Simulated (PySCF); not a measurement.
Cl₂⁻: from constants to spectrum

PBE0 constants of Cl₂⁻, doublet, unpaired electrons σ ↑ (PySCF, no relativity, basis sets Cl aug-cc-pV(D+d)Z; masses 34.9689 and 34.9689 u):

| Property | Result |
| --- | --- |
| ωe | 223.1 cm⁻¹ |
| ωexe | 2.04 cm⁻¹ |
| Be | 0.13733 cm⁻¹ |
| αe | 0.00139 cm⁻¹ |
| D (centrifugal) | 2.08e-07 cm⁻¹ |
| De to Cl + Cl⁻ | 1.56 eV |

(1) Give the vibrational terms G(v) and spacings up to v = 6.

(2) How well does the Morse estimate ωe²/(4ωexe) reproduce De, and what is D0?

The state was picked by a PBE0 search and need not be the measured ground state.

Results:

(1) G(v) = ωe(v+½) − ωexe(v+½)².

```tsv
v	G(v) (cm⁻¹)	G(v) − G(v−1)	Bv (cm⁻¹)
0	111		0.1366
1	330	219	0.1352
2	545	215	0.1339
3	756	211	0.1325
4	963	207	0.1311
5	1165	203	0.1297
6	1364	199	0.1283
```

(2) It gives 0.76 eV, 48 % of the computed De. D0 = De − G(0) = 1.56 − 0.01 = 1.55 eV.
